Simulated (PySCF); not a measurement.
LiF, SMILES [Li][F], singlet, CAM-B3LYP/def2-SVP optimised geometry.

```
2

Li    -0.76     0.00     0.00
F      0.76     0.00     0.00
```

Density from CAM-B3LYP/def2-TZVP in PySCF at that geometry.

Minimum of the electron density along straight lines between bonded atoms, close to the bond critical point (lines longer than 1.1 times the sum of covalent radii, or with two minima, are not listed):

```json
[
 {"bond": "Li1–F2", "length / Å": "1.521", "ρ at the minimum / e bohr⁻³": "[?]", "∇²ρ there / e bohr⁻⁵": "[?]", "position (fraction from the first atom)": "0.39"}
]
```

Problem. Fill in the missing entries.

Solution. 
- Li1–F2, ρ at the minimum / e bohr⁻³: 0.089
- Li1–F2, ∇²ρ there / e bohr⁻⁵: 0.82
